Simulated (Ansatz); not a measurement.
# F3P: the cost of one run

Program: Ansatz 0.2.0. Level of theory: DFT unrestricted r2SCAN, Gaussian basis aug-cc-pV(T+d)Z, and further levels as typed in the inputs. These are calculated values, not measurements.

### 1 Starting point

Bond lengths: P1–F2 1.790 Å, P1–F3 1.760 Å, P1–F4 1.701 Å. Angles: F2–P1–F3 163.0°, F2–P1–F4 82.3°, F3–P1–F4 81.8°.

Structure file:

```xyz
4

P    -0.0042   -0.0006   -0.0214
F     1.7664   -0.0179    0.2416
F    -1.7450   -0.0125    0.2394
F    -0.0091    0.5055    1.6029
```

### 2 Relaxing the atoms: F3P, charge -1

input.yaml

```yaml
relax:
  f_tol: 0.001
  max_steps: 200
crystal:
  periodic: [false, false, false]
  atoms:
    - { symbol: P, position_ang: [-0.004168, -0.000563, -0.021362] }
    - { symbol: F, position_ang: [1.766403, -0.017934, 0.241583] }
    - { symbol: F, position_ang: [-1.744971, -0.012453, 0.23942] }
    - { symbol: F, position_ang: [-0.00909, 0.505515, 1.602922] }
magnetization:
  spin_polarized: true
  initial_magnetization: 1
total_charge: -1
basis:
  gaussian: { orbitals: "aug-cc-pV(T+d)Z.json" }
hamiltonian:
  xc: r2scan
```

The run is started by

```console
$ ansatz run input.yaml --threads 4 --pin off --max-ram 8192MiB --backend cpu --events-out ev --progress --plain --runs-dir out
```

**Question.** How long does this run take on 4 threads of Intel Xeon Platinum 8259CL at 2.50GHz (Skylake/Cascade Lake), shared host, and how much memory does it need?

About 34 s, with a peak of 0.33 GiB.
